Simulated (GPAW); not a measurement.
**Si2H4Cl (SMILES [SiH2][SiH2]Cl) at 3 levels**

Wanted: a comparison of 3 runs (UPBE/real-space grid, UPBEsol-D3(BJ)/dz(dzp), UPBE/dzp) of Si2H4Cl. 

The results are computed with GPAW 26.7.0.

2 further runs of the same task are left out: 2 set aside as unsound or not needed. Runs told in other sessions of the task aren't counted.

**1. The molecule**

Si2H4Cl has 7 atoms, charge 0, and is taken as a doublet. As SMILES, `[SiH2][SiH2]Cl`. The shape is that of a PBE0-D4/def2-TZVP optimisation. This is one conformer, not always the lowest.

Bond lengths: Si1–Si2 2.324 Å, Si2–Cl3 2.062 Å, Si1–H4 1.487 Å, Si1–H5 1.489 Å, Si2–H6 1.484 Å, Si2–H7 1.486 Å. Angles: Si1–Si2–Cl3 108.2°, Si1–Si2–H6 110.2°, Si1–Si2–H7 113.9°, Cl3–Si2–H6 108.4°, Cl3–Si2–H7 107.1°, Si2–Si1–H4 113.9°, Si2–Si1–H5 113.5°, H6–Si2–H7 108.9°, H4–Si1–H5 110.7°.

**2. The charge distribution at UPBE/real-space grid (scalar-relativistic datasets) (run 1)**

Contents of sp.py:

```python
import numpy as np
from ase.io.zmatrix import parse_zmatrix
from ase.units import Debye
from gpaw import GPAW

# Structure
zmat = """
Si
Si 1 r2
Cl 2 r3 1 a3
H 1 r4 2 a4 3 d4
H 1 r5 4 a5 2 d5
H 2 r6 3 a6 1 d6
H 2 r7 6 a7 3 d7
"""
values = dict(r2=2.323836, r3=2.062169, a3=108.19449, r4=1.487152, a4=113.92807, d4=-58.91157, r5=1.488943, a5=110.68864, d5=129.38368, r6=1.484083, a6=108.39122, d6=119.45186, r7=1.48611, a7=108.91163, d7=-116.14644)
atoms = parse_zmatrix(zmat, defs=values)
atoms.center(vacuum=4.5)
atoms.set_initial_magnetic_moments([0.333333, 0.333333, 0.333333, 0.0, 0.0, 0.0, 0.0])

# Calculator
calculator = GPAW(mode="fd",
                  h=0.18,
                  maxiter=150,
                  occupations={"name": "fermi-dirac", "width": 0.0, "fixmagmom": True},
                  symmetry="off",
                  xc="PBE",
                  txt="-")
atoms.calc = calculator

energy = atoms.get_potential_energy()
print(f"Energy: {energy:.5f} eV")
forces = atoms.get_forces()
print("Forces (eV/Ang)")
for symbol, f in zip(atoms.symbols, forces):
    print(f'{symbol:2} {f[0]:9.4f} {f[1]:9.4f} {f[2]:9.4f}')
dipole = atoms.get_dipole_moment() / Debye
print(f"Dipole: {np.linalg.norm(dipole):.3f} D")
print("Moments:", atoms.get_magnetic_moments().round(3))
```

Started as:

```sh
$ python3 sp.py
```

Standard output:

```text
[...]
Number of symmetries: 1
[...]
  Number of IBZ points: 1
[...]
Spin-components: 2 (collinear spins)
Bands:           16
[...]
  Valence electrons: 19.0
[...]
  Grid points: [68 68 64]
  Charge: 0.0  # |e|
[...]
    cutoffs:
[...]
occupation numbers:
  Fixed magnetic moment: 1.000
[...]
xc functional:
  name: PBE with 2 nearest neighbor stencil
[...]
|iter     |     time |      energy | eigst |  dens |  magmom |
[...]
|iter:   1| 00:00:05 |  -26.727926 | +1.02 |       |  +0.9932|
[...]
|iter:  14| 00:00:45 |  -25.819075c| -7.47c| -5.35c|  +1.0000|
Converged in 14 steps
[...]
Energy contributions relative to reference atoms: (reference = -28377.598545)
Energy contributions:
  Kinetic:          31.273996
  Coulomb:         -32.677938
  Zero:              0.103703
  External:          0.000000
  Xc:              -24.518837
  Entropy:           0.000000
  Spinorbit:         0.000000
  ----------------------------
  Free energy:     -25.819075
  Extrapolated:    -25.819075
dipole moment: (-0.128255, -0.234922, 0.002905)  # |e|*Ang
Total magnetic moment: (0.000000, 0.000000, 0.999999)
Local magnetic moments
|        x |        y |         z |
|----------|----------|-----------|
| 0.000000 | 0.000000 |  0.287193 |  # Si   0
| 0.000000 | 0.000000 |  0.012262 |  # Si   1
| 0.000000 | 0.000000 | -0.001353 |  # Cl   2
| 0.000000 | 0.000000 |  0.000940 |  # H    3
| 0.000000 | 0.000000 |  0.000029 |  # H    4
| 0.000000 | 0.000000 | -0.000831 |  # H    5
| 0.000000 | 0.000000 |  0.011543 |  # H    6
Fermi levels: -5.457, -3.863
[...]
Gap: 1.711 eV
Transition (v -> c):
[...]
H    -0.0856    0.0829    0.1490
H    -0.0919   -0.1640   -0.0214
H     0.0657   -0.0930   -0.1523
H     0.0839   -0.0931    0.1581
Dipole: 1.286 D
Moments: [ 0.287  0.012 -0.001  0.001  0.    -0.001  0.012]
```

Wall time 46 s (1 thread of Arm Neoverse V1, shared host); peak memory 1 GiB.

**3. The charge distribution at UPBEsol-D3(BJ)/dz(dzp) (scalar-relativistic datasets) (run 2)**

Contents of run.py:

```python
import numpy as np
from ase import Atoms
from ase.calculators.mixing import SumCalculator
from ase.units import Debye
from dftd3.ase import DFTD3
from gpaw import GPAW, setup_paths
from gpaw.analyse.hirshfeld import HirshfeldPartitioning
from gpaw.atom.configurations import parameters
from gpaw.atom.generator import Generator

# Set up the molecule
mol = Atoms('SiSiClHHHH',
    positions=[[ -1.304600,   0.197100,  -0.490100],
               [  0.776300,  -0.077600,   0.507200],
               [  0.893700,  -2.004700,   1.231800],
               [ -1.568700,  -0.750400,  -1.605500],
               [ -1.580900,   1.597700,  -0.913100],
               [  0.925300,   0.861100,   1.647000],
               [  1.920200,   0.108800,  -0.423000]])
mol.center(vacuum=5.0)
mol.set_initial_magnetic_moments([0.333333, 0.333333, 0.333333, 0.0, 0.0, 0.0, 0.0])

# PAW datasets for this functional
for symbol in ['Cl', 'H', 'Si']:
    Generator(symbol, xcname='PBEsol', scalarrel=True, nofiles=True, txt=None).run(**parameters[symbol])
setup_paths.insert(0, '.')

# GPAW settings
gpaw_calc = GPAW(mode='lcao',
                 symmetry='off',
                 legacy_gpaw=True,
                 xc='PBEsol',
                 maxiter=120,
                 basis='dz(dzp)',
                 h=0.22,
                 occupations={'name': 'fermi-dirac', 'width': 0.0, 'fixmagmom': True},
                 txt='-')
mol.calc = SumCalculator([DFTD3(method='PBEsol', damping='d3bj'), gpaw_calc])

energy = mol.get_potential_energy()
print(f'Energy: {energy:.5f} eV')
forces = mol.get_forces()
print('Forces (eV/Ang)')
for symbol, f in zip(mol.symbols, forces):
    print(f'{symbol:2} {f[0]:9.4f} {f[1]:9.4f} {f[2]:9.4f}')
dipole = gpaw_calc.get_dipole_moment(mol) / Debye
print(f'Dipole                  {np.linalg.norm(dipole):.3f} D')
print('Moments:', gpaw_calc.get_magnetic_moments(mol).round(3))
hirshfeld = HirshfeldPartitioning(gpaw_calc)
charges = hirshfeld.get_charges()
volumes = hirshfeld.get_effective_volume_ratios()
for symbol, q, v in zip(mol.symbols, charges, volumes):
    print(f'{symbol:2} charge {q:7.3f}  volume ratio {v:6.3f}')
```

Started as:

```sh
$ python run.py
```

Standard output:

```text
[...]
    cutoffs:
[...]
  Total Charge: 0.000000
[...]
Number of atoms: 7
[...]
Number of bands in calculation: 16
Number of valence electrons: 19
[...]
iter:   1 hh:mm:ss   -23.717658        c          +0.9998
[...]
iter:   9 hh:mm:ss   -23.154689c       c -4.02c   +1.0000
Converged after 9 iterations.
Dipole moment: (-0.034507, 0.399683, -0.181221) |e|*Ang
Total magnetic moment: (0.000000, 0.000000, 1.000000)
Local magnetic moments:
   0 Si ( 0.000000,  0.000000,  0.314038)
   1 Si ( 0.000000,  0.000000,  0.001573)
   2 Cl ( 0.000000,  0.000000, -0.000745)
   3 H  ( 0.000000,  0.000000, -0.001743)
   4 H  ( 0.000000,  0.000000, -0.002906)
   5 H  ( 0.000000,  0.000000, -0.000301)
   6 H  ( 0.000000,  0.000000,  0.012514)
Energy contributions relative to reference atoms: (reference = -28328.475261)
Kinetic:        +40.417513
Potential:      -38.654266
External:        +0.000000
XC:             -25.024397
Entropy (-ST):   +0.000000
Local:           +0.106460
SIC:             +0.000000
--------------------------
Free energy:    -23.154689
Extrapolated:   -23.154689
Spin contamination: 0.022607 electrons
                   Up                     Down
[...]
Fermi levels: -5.34275, -3.76663
[...]
Forces (eV/Ang)
Si   -0.1134   -0.0406    0.3965
Si   -0.3975    1.6397   -0.7092
Cl    0.1264   -2.4116    0.9100
H    -0.1483   -0.3411   -0.4076
H    -0.1486    0.5493   -0.1670
H     0.0109    0.5349    0.4184
H     0.5066    0.0799   -0.4506
Dipole                  2.114 D
Moments: [ 0.314  0.002 -0.001 -0.002 -0.003 -0.     0.013]
Si charge   0.125  volume ratio  0.883
Si charge   0.217  volume ratio  0.869
Cl charge  -0.126  volume ratio  1.038
H  charge  -0.053  volume ratio  0.786
H  charge  -0.055  volume ratio  0.786
H  charge  -0.055  volume ratio  0.751
H  charge  -0.054  volume ratio  0.757
```

Run time: 18 s. Hardware: 1 thread of Arm Neoverse V1, shared host; peak memory 0.6 GiB.

Atomic charges (e):

```csv
atom,Hirshfeld
Si1,+0.125
Si2,+0.217
Cl3,-0.126
H4,-0.053
H5,-0.055
H6,-0.055
H7,-0.054
```

**4. The charge distribution at UPBE/dzp (scalar-relativistic datasets) (run 3)**

Contents of clh4si2.sdf:

```

     RDKit          3D

  7  6  0  0  0  0  0  0  0  0999 V2000
   -1.3046    0.1971   -0.4901 Si  0  0  0  0  0  3  0  0  0  0  0  0
    0.7763   -0.0776    0.5072 Si  0  0  0  0  0  4  0  0  0  0  0  0
    0.8937   -2.0047    1.2318 Cl  0  0  0  0  0  0  0  0  0  0  0  0
   -1.5687   -0.7504   -1.6055 H   0  0  0  0  0  0  0  0  0  0  0  0
   -1.5809    1.5977   -0.9131 H   0  0  0  0  0  0  0  0  0  0  0  0
    0.9253    0.8611    1.6470 H   0  0  0  0  0  0  0  0  0  0  0  0
    1.9202    0.1088   -0.4230 H   0  0  0  0  0  0  0  0  0  0  0  0
  2  1  1  0
  3  2  1  0
  4  1  1  0
  5  1  1  0
  6  2  1  0
  7  2  1  0
M  RAD  1   1   2
M  END
$$$$
```

Contents of clh4si2.py:

```python
import numpy as np
from ase.io import read
from ase.units import Debye
from gpaw import GPAW

# Atomic positions
mol = read("clh4si2.sdf")
mol.center(vacuum=4.5)
mol.set_initial_magnetic_moments([0.333333, 0.333333, 0.333333, 0.0, 0.0, 0.0, 0.0])

# DFT calculator
calc = GPAW(mode="lcao",
            basis="dzp",
            h=0.18,
            xc="PBE",
            occupations={"name": "fermi-dirac", "width": 0.0, "fixmagmom": True},
            maxiter=150,
            symmetry="off",
            txt="-")
mol.calc = calc

energy = mol.get_potential_energy()
print(f"Energy: {energy:.5f} eV")
forces = mol.get_forces()
print("Forces (eV/Ang)")
for symbol, f in zip(mol.symbols, forces):
    print(f'{symbol:2} {f[0]:9.4f} {f[1]:9.4f} {f[2]:9.4f}')
dipole = mol.get_dipole_moment() / Debye
print(f"Dipole = {np.linalg.norm(dipole):.3f} D")
print("Moments:", mol.get_magnetic_moments().round(3))
```

Started as:

```sh
$ python3 clh4si2.py
```

Standard output:

```text
[...]
Number of symmetries: 1
[...]
  Number of IBZ points: 1
[...]
basis functions: 59
Spin-components: 2 (collinear spins)
Bands:           16
[...]
  Valence electrons: 19.0
[...]
  Grid points: [68 72 68]
  Charge: 0.0  # |e|
[...]
    cutoffs:
[...]
occupation numbers:
  Fixed magnetic moment: 1.000
[...]
xc functional:
  name: PBE with 2 nearest neighbor stencil
[...]
|iter     |     time |      energy | eigst |  dens |  magmom |
[...]
|iter:   1| 00:00:06 |  -25.311495 |      c|       |  +0.9994|
[...]
|iter:  10| 00:00:20 |  -24.745164c|      c| -4.22c|  +1.0000|
Converged in 10 steps
[...]
Energy contributions relative to reference atoms: (reference = -28377.598545)
Energy contributions:
  Kinetic:          29.159659
  Coulomb:         -29.223050
  Zero:             -0.019616
  External:          0.000000
  Xc:              -24.662157
  Entropy:           0.000000
  Spinorbit:         0.000000
  ----------------------------
  Free energy:     -24.745164
  Extrapolated:    -24.745164
dipole moment: (-0.048029, 0.189713, -0.079745)  # |e|*Ang
Total magnetic moment: (0.000000, 0.000000, 0.999999)
Local magnetic moments
|        x |        y |         z |
|----------|----------|-----------|
| 0.000000 | 0.000000 |  0.297298 |  # Si   0
| 0.000000 | 0.000000 |  0.010299 |  # Si   1
| 0.000000 | 0.000000 | -0.001284 |  # Cl   2
| 0.000000 | 0.000000 |  0.000254 |  # H    3
| 0.000000 | 0.000000 | -0.000640 |  # H    4
| 0.000000 | 0.000000 | -0.000819 |  # H    5
| 0.000000 | 0.000000 |  0.011445 |  # H    6
Fermi levels: -5.278, -3.660
[...]
Gap: 1.612 eV
Transition (v -> c):
[...]
H    -0.0616   -0.2248   -0.2706
H    -0.0790    0.3349   -0.1207
H     0.0438    0.3067    0.2760
H     0.3002    0.0938   -0.2602
Dipole = 1.015 D
Moments: [ 0.297  0.01  -0.001  0.    -0.001 -0.001  0.011]
```

Wall time 22 s (1 thread of Arm Neoverse V1, shared host); peak memory 1.2 GiB.

**5. All runs side by side**

```
run                                                  level  mode  grid spacing   energy (Eh)  dipole moment (D)  HOMO energy (eV)  LUMO energy (eV)  wall time
  1    UPBE/real-space grid (scalar-relativistic datasets)    fd          0.18  -1043.806345               1.29             -5.46             -3.86       46 s
  2  UPBEsol-D3(BJ)/dz(dzp) (scalar-relativistic datasets)  lcao          0.22  -1041.906042               2.11             -5.34             -3.77       18 s
  3                UPBE/dzp (scalar-relativistic datasets)  lcao          0.18  -1043.766880               1.02             -5.28             -3.66       22 s
```

**6. Summary of results**

| quantity | value |
| --- | --- |
| run 3: energy as printed (from the program's reference atoms) | -24.7452 eV |
| run 3: dipole moment | 1.02 D |
| run 3: HOMO energy (highest over α and β) | -5.28 eV |
| run 3: LUMO energy (lowest over α and β) | -3.66 eV |
| run 3: largest force on an atom | 0.584 eV/Å |

The dipole moment (its size) runs from 1.02 D (UPBE/dzp) to 2.11 D (UPBEsol-D3(BJ)/dz(dzp)). The two ends differ in method and basis. Totals of different functionals can't be ranked against each other. All runs together took 86 s, the longest 46 s.
